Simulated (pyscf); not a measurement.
Thermochemistry of product channels of `[SnH3][SnH3]` + `[NH3]` on the singlet surface, in kcal/mol, from ωB97M-D3(BJ)/def2-TZVP energies (ideal gas, 1 atm, RRHO with modes under 100 cm⁻¹ raised to 100, one conformer, R ln 2 for chiral ones without a mode under 150 cm⁻¹). Optimised with ωB97X-D3(BJ)/def2-SVP in PySCF.

```csv
products,ΔE,ΔH(298 K),ΔG(600 K),ΔG(900 K)
`[NH2][SnH2][SnH3]` + `[H][H]`,___,+6.2,+6.5,+5.8
`[NH2][SnH3]` + `[SnH4]`,+17.4,+14.7,+14.3,___
```

Problem. Complete the blanks.

Solution. 
- `[NH2][SnH2][SnH3]` + `[H][H]`, ΔE: +9.0
- `[NH2][SnH3]` + `[SnH4]`, ΔG(900 K): +14.0

These are energies of the channels, which say nothing of barriers. Elements past Kr carry the def2 core potentials, without spin-orbit coupling.
